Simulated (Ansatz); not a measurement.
# [OH···H···H], doublet: the ladder up to full CI

Geometry: a point of a hydrogen-transfer path between rigid fragments, not a stationary point.

```xyz
4

O    -0.1485   -0.0491    0.0000
H    -0.3978    0.8775    0.0000
H     0.9725   -0.0491    0.0000
H     1.7825   -0.0491    0.0000
```

Basis 6-31G; Ansatz 0.2.0. Only valence electrons are correlated (noble-gas cores frozen), which leaves 9 electrons in 14 orbitals. R marks a restricted (for open shells ROHF) determinant, U an unrestricted one. Active spaces: pair = (3e, 3o) about the gap; valence = (9e, 7o) chosen from the atoms' valence shells.

Full CI is exact within this basis and frozen core; it isn't the basis-set limit. The frozen core follows each run's orbitals, which can shift R against U totals by a few meV.

For open shells CISD and CISDTQ are restricted-active-space CI with the open shells as a complete middle space.

```
UHF ⟨S²⟩                          : 0.782
T1 diagnostic (RCCSD)             : 0.0234
largest doubles amplitude (RCCSD) : 0.053
T1 diagnostic (UCCSD)             : 0.0178
```

| level | E − E(full CI) (meV) | share of correlation (%) | wall time |
| --- | --- | --- | --- |
| RHF | 4187 | 0.00 | – |
| UHF | 3858 | 7.85 | – |
| RMP2 | 332 | 92.08 | – |
| UMP2 | 427 | 89.81 | – |
| CISD | 253 | 93.96 | 0.3 s |
| RCCSD | 63 | 98.49 | – |
| UCCSD | 54 | 98.71 | – |
| RCCSD(T) | 17 | 99.59 | 0.57 s |
| UCCSD(T) | 16 | 99.61 | 0.39 s |
| BCCD(T) | 17 | 99.58 | 0.45 s |
| RCCSDT | 12 | 99.70 | – |
| UCCSDT | 12 | 99.72 | – |
| CISDTQ | 7 | 99.83 | 2.3 s |
| RCCSDT(Q) | 0 | 100.01 | 2.2 s |
| UCCSDT(Q) | 0 | 100.00 | 2.6 s |
| RCCSDTQ | 0 | 99.99 | 20 s |
| UCCSDTQ | 0 | 99.99 | 23 s |
| CASSCF (pair space) | 3330 | 20.46 | – |
| NEVPT2 (pair space) | 247 | 94.11 | 0.18 s |
| MRCISD (pair space) | 178 | 95.75 | – |
| MRCISD+Q (pair space) | 53 | 98.73 | 0.36 s |
| CASSCF (valence space) | 2382 | 43.12 | – |
| NEVPT2 (valence space) | 364 | 91.31 | 0.48 s |
| MRCISD (valence space) | 93 | 97.79 | – |
| MRCISD+Q (valence space) | 29 | 99.30 | 1.1 s |

The correlation energy at full CI, counted from RHF, is -4.187 eV. That run took 8.5 s on 1 thread of Intel Xeon Platinum 8488C, shared host over 1,003,332 determinants.

Times hold each run's SCF and search for its determinant on a shared host, so for small cases they say little of a method's own cost; they ran on 1 thread of Intel Xeon Platinum 8488C.

The full-CI state has the irrep A' of Cs, in the program's axes.

Natural occupations of full CI about the gap: 1.988 1.981 1.968 1.962 1.001 0.030 0.028 0.018 0.012 0.005; effectively unpaired electrons, Σ n²(2−n)², 1.02.
